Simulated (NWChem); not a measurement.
A series in which one site is exchanged, each optimised at PBE0/def2-SVP with NWChem, gas phase unless a solvent is named. 

A: N[SiH3] (SiNH₅; site = Si)
B: [NH2][GeH3] (GeNH5; site = Ge)
C: CN (CH5N; site = C)

| quantity | A | B | C |
|---|---|---|---|
| dipole (D), PBE0/def2-SVP | 1.44 | ? | 1.34 |
| highest harmonic frequency (cm⁻¹), PBE0/def2-SVP | 3700 | ? | 3627 |
| vertical ionisation energy, ΔSCF, CAM-B3LYP/def2-SVP (eV) | 9.85 | ? | 9.48 |

Q: What belongs in the gaps?

A: 
- dipole (D), PBE0/def2-SVP, B: 1.24
- highest harmonic frequency (cm⁻¹), PBE0/def2-SVP, B: 3665
- vertical ionisation energy, ΔSCF, CAM-B3LYP/def2-SVP (eV), B: 9.67
